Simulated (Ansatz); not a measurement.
Geometry optimisation, Ansatz, RKS BLYP/def2-SVP.

Input:

```yaml
crystal:
  periodic: [false, false, false]
  atoms:
    - { symbol: B, position_ang: [-0.696229, 0.099601, 0.18461] }
    - { symbol: H, position_ang: [1.42696, -0.00239, 1.276517] }
    - { symbol: "N", position_ang: [2.050201, -0.009835, 0.442407] }
    - { symbol: H, position_ang: [1.804654, -0.822682, -0.134899] }
    - { symbol: H, position_ang: [1.869094, 0.844503, -0.098135] }
    - { symbol: F, position_ang: [-0.77598, -0.109197, -1.080101] }
basis:
  gaussian: { orbitals: def2-SVP }
hamiltonian:
  xc: blyp
relax:
  f_tol: 0.03
  max_steps: 50
```

Launched with:

```bash
$ ansatz run input.yaml --threads 1 --pin off --max-ram 2048MiB --backend cpu --events-out ev --progress --plain --runs-dir out
```

**Question.** Where does it end, and by what steps?

**Answer.** The run converged. After 6 steps the energy has fallen by 0.058 eV; B1 moved furthest, 0.28 Å.

```csv
step,energy less start (eV),largest force component (eV/Å),accepted
0,0.0000,0.505,yes
1,-0.0330,0.936,yes
2,-0.0324,1.300,no
3,-0.0466,0.771,yes
4,-0.0534,0.093,yes
5,-0.0515,0.630,no
6,-0.0579,0.016,yes
```

```xyz
6
Properties=species:S:1:pos:R:3
B -0.970 0.137 0.124
H 1.525 -0.017 1.275
N 2.184 -0.014 0.484
H 1.915 -0.804 -0.118
H 1.979 0.841 -0.053
F -0.954 -0.144 -1.122
```

The run took 8.5 s on 1 thread of Arm Neoverse V2, on a shared host, peak memory 0.12 GiB.
